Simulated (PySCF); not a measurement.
# How good is the calculation?

Cartesian coordinates in Å; atom numbers follow the order of the lines, from 1:
```xyz
14

C     0.0698    1.3854    0.0800
C     1.2805    0.4674    0.2668
O     0.8791   -0.7894    0.7701
C    -0.0700   -1.3858   -0.0887
C    -1.2810   -0.4676   -0.2732
O    -0.8796    0.7886   -0.7782
H    -0.3892    1.5868    1.0600
H     0.3625    2.3256   -0.3890
H     1.7906    0.3358   -0.6997
H     1.9772    0.8839    0.9954
H    -0.3614   -2.3271    0.3789
H     0.3883   -1.5850   -1.0695
H    -1.9795   -0.8844   -0.9999
H    -1.7878   -0.3347    0.6949
```

What is known from experiment: δ ¹³C C1/C2/C4/C5 68.1; δ ¹H H7/H8/H9/H10/H11/H12/H13/H14 3.66 ppm (measured; solution, CD3OD, 298 K; Fulmer et al., Organometallics 2010, 29, 2176).
δ ¹³C C1/C2/C4/C5 67.6; δ ¹H H7/H8/H9/H10/H11/H12/H13/H14 3.59 ppm (measured; solution, acetone-d6, 298 K; Fulmer et al., Organometallics 2010, 29, 2176).
δ ¹⁷O O3/O6 2.4 ppm (measured; liquid, neat, 295 K; 17O NMR survey of organic solvents and oxofluorinated compounds, PMC5915748).
δ ¹³C C1/C2/C4/C5 66.4; δ ¹H H7/H8/H9/H10/H11/H12/H13/H14 3.57 ppm (measured; solution, DMSO-d6, 298 K; Fulmer et al., Organometallics 2010, 29, 2176).
δ ¹³C C1/C2/C4/C5 67.1; δ ¹H H7/H8/H9/H10/H11/H12/H13/H14 3.71 ppm (measured; solution, CDCl3, 298 K; Fulmer et al., Organometallics 2010, 29, 2176).
δ ¹³C C1/C2/C4/C5 67.2 ppm (measured; solution, C6D6, 298 K; Fulmer et al., Organometallics 2010, 29, 2176).

PySCF 2.14.0 with density-fitted response routines calculation with structure optimised with GFN2-xTB and GIAO PBE0/pcSseg-1 shieldings; relativity neglected, equivalent nuclei averaged, one computed conformer, isolated molecule.

Question: How close does the calculation come?

Answer: 
Reference values: measured (solution, CD3OD, 298 K; Fulmer et al., Organometallics 2010, 29, 2176).
```json
{"atoms": "C1/C2/C4/C5", "quantity": "δ ¹³C", "reference": "68.1", "computed": "71.2", "computed, scaled": "67.2"}
{"atoms": "H7/H8/H9/H10/H11/H12/H13/H14", "quantity": "δ ¹H", "reference": "3.66", "computed": "3.71", "computed, scaled": "3.59"}
```

Reference values: measured (solution, acetone-d6, 298 K; Fulmer et al., Organometallics 2010, 29, 2176).
```csv
atoms,quantity,reference,computed,"computed, scaled"
C1/C2/C4/C5,δ ¹³C,67.6,71.2,67.2
H7/H8/H9/H10/H11/H12/H13/H14,δ ¹H,3.59,3.71,3.59
```

Reference values: measured (liquid, neat, 295 K; 17O NMR survey of organic solvents and oxofluorinated compounds, PMC5915748).
| atoms | quantity | reference | computed | computed, scaled |
| --- | --- | --- | --- | --- |
| O3/O6 | δ ¹⁷O vs D2O (external) | 2.4 | – | -2.5 |

Reference values: measured (solution, DMSO-d6, 298 K; Fulmer et al., Organometallics 2010, 29, 2176).
```json
{"atoms": "C1/C2/C4/C5", "quantity": "δ ¹³C", "reference": "66.4", "computed": "71.2", "computed, scaled": "67.2"}
{"atoms": "H7/H8/H9/H10/H11/H12/H13/H14", "quantity": "δ ¹H", "reference": "3.57", "computed": "3.71", "computed, scaled": "3.59"}
```

Reference values: measured (solution, CDCl3, 298 K; Fulmer et al., Organometallics 2010, 29, 2176).
```csv
atoms,quantity,reference,computed,"computed, scaled"
C1/C2/C4/C5,δ ¹³C,67.1,71.2,67.2
H7/H8/H9/H10/H11/H12/H13/H14,δ ¹H,3.71,3.71,3.59
```

Reference values: measured (solution, C6D6, 298 K; Fulmer et al., Organometallics 2010, 29, 2176).
| atoms | quantity | reference | computed | computed, scaled |
| --- | --- | --- | --- | --- |
| C1/C2/C4/C5 | δ ¹³C | 67.2 | 71.2 | 67.2 |

Computed shifts are σ(ref) − σ with the named reference compound (TMS for H and C) calculated as an isolated molecule at the same level. The measured values may be among those fitted. Scaled to experiment by linear calibration (H and C: mostly CDCl3 data, vs TMS): ¹H (scatter 0.17 ppm rms, 0.18 ppm with the 4 outliers that the fit left out); ¹³C (scatter 2.1 ppm rms, 2.3 ppm with the 13 outliers that the fit left out); ¹⁷O (scatter 10.7 ppm rms, 12.2 ppm with the 3 outliers that the fit left out vs liquid water, solution or neat liquid). Occasional misses reach two or three times the rms, and more in compound classes unlike the fitted ones.

Question: How far are the unscaled ¹³C shifts from the references?

Answer: Mean signed difference +3.92 ppm, mean absolute 3.92 ppm over 5 comparisons; the largest is +4.8 ppm at C1/C2/C4/C5 (sp3 CH2 bonded to O).

Question: How far are the unscaled ¹H shifts from the references?

Answer: Mean signed difference +0.08 ppm, mean absolute 0.08 ppm over 4 comparisons; the largest is +0.14 ppm at H7/H8/H9/H10/H11/H12/H13/H14 (hydrogen on an sp3 CH2 bonded to O).

10 of the 29 published NMR values on file for this molecule are compared. The rest: values from further sources, protons in aromatic solvents, values whose atom or origin is in doubt.
